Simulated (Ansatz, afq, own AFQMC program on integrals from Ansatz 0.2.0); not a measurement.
AFQMC on a folder of integrals that Ansatz 0.2.0 wrote.

```yaml
crystal:
  periodic: [false, false, false]
  atoms:
    - {symbol: O, position_ang: [-1.105095, 0.000385, 0.000000]}
    - {symbol: H, position_ang: [-1.354404, 0.926961, 0.000000]}
    - {symbol: H, position_ang: [-0.033095, 0.000385, 0.000000]}
    - {symbol: O, position_ang: [1.106905, 0.000385, 0.000000]}
    - {symbol: H, position_ang: [1.358764, -0.939565, 0.000000]}
basis:
  gaussian: {orbitals: cc-pVTZ}
magnetization: {spin_polarized: true, initial_magnetization: 1}
correlation: {method: ccsd_t, electrons: outside_noble_gas, hamiltonian_folder: ham}
```

```sh
$ ansatz run in.yaml --threads 1 --pin off --events-out ev --progress --plain --max-ram 16896MiB --backend cuda --devices 0, --max-vram 18GiB
```

Options of the walk:

```
--method phaseless --trial cisd --walkers 900 --populations 20 --least-time 60 --time-step 0.005 --steps-per-block 50 --equilibration-blocks 28 --max-blocks 4000 --target-error 0.00023 --factor-cut 1e-05 --start spin_pure --seed 8551 --release-times 0.24,0.51,0.99,1.5 --release-step 0.03 --release-every 4 --taylor-order 6
```

Times are imaginary, in 1/Eh. The walk had a cap of 169 s. With eight or more populations the least sampling time is a fifth of least-time, and the error comes from their spread.

```
orbitals 100  electrons 8 7  factors 608 of 608
reference energy -151.42054548 Eh
CCSD correlation -0.50679909 Eh in 16 cycles, weight of the determinant in the CISD state 0.8747
energy of the start -151.924255 Eh
 block  time / (1/Eh)  mean weight  energy / Eh
     1     0.250  1.0012  -151.923723
     2     0.500  0.9987  -151.931987
     3     0.750  1.0000  -151.938774
     4     1.000  1.0002  -151.940925
     5     1.250  0.9984  -151.944485
     7     1.750  1.0010  -151.941767
     9     2.250  0.9999  -151.940982
    13     3.250  1.0000  -151.942496
    21     5.250  1.0004  -151.949989
    29     7.250  1.0006  -151.940828
    37     9.250  1.0002  -151.946710
    45    11.250  0.9990  -151.944813
    53    13.250  0.9987  -151.940628
    61    15.250  1.0009  -151.942504
    69    17.250  0.9983  -151.941987
    77    19.250  1.0000  -151.943624
    85    21.250  0.9976  -151.944496
    93    23.250  0.9998  -151.942566
   101    25.250  0.9999  -151.941097
   109    27.250  1.0000  -151.941438
   117    29.250  1.0012  -151.944645
   125    31.250  1.0007  -151.948539
   133    33.250  0.9991  -151.942876
   141    35.250  1.0006  -151.947005
   149    37.250  1.0010  -151.944101
   157    39.250  1.0012  -151.944653
   165    41.250  0.9985  -151.938331
   173    43.250  0.9977  -151.940130
   181    45.250  1.0004  -151.941853
   185    46.250  0.9987  -151.942505
error from the spread of 20 populations
released: time / (1/Eh)  energy / Eh  error  mean overlap
  0.24  -151.944490  0.000302  0.9964
  0.51  -151.945188  0.000259  0.9948
  0.99  -151.945244  0.000333  0.9825
  1.50  -151.945697  0.000550  0.9740
energy -151.943546 +/- 0.000226 Eh
(rows thinned)
```

(1) Estimate how long the walk took on 1 × NVIDIA H100 80GB HBM3 with 2 threads of AMD EPYC 7R13 Processor (Zen 3) (shared host) (the card was shared).

The run passed its tests (sampling time, drift between the halves within three errors, error under three times the target), which doesn't prove that it has relaxed.

Against this walk (error 6.1 meV) on the same determinant: CCSD(T) 13.5 meV lower. The error is statistical and leaves out the bias of the constraint. None of these is a sure reference here. Released to 0.99 1/Eh the energy lies 46 ± 11 meV (both errors) below the phaseless value, which shows part or all of the bias of the constraint, and CCSD(T) lies 32.7 meV above the released value.

Cautions: constraint bias not in the error.

Answers

(1) 120 s of wall time.

A walk keeps the symmetry of its determinant, which the program's search chose and which needn't be the lowest solution, so a lower state of the same spin and another symmetry isn't excluded.
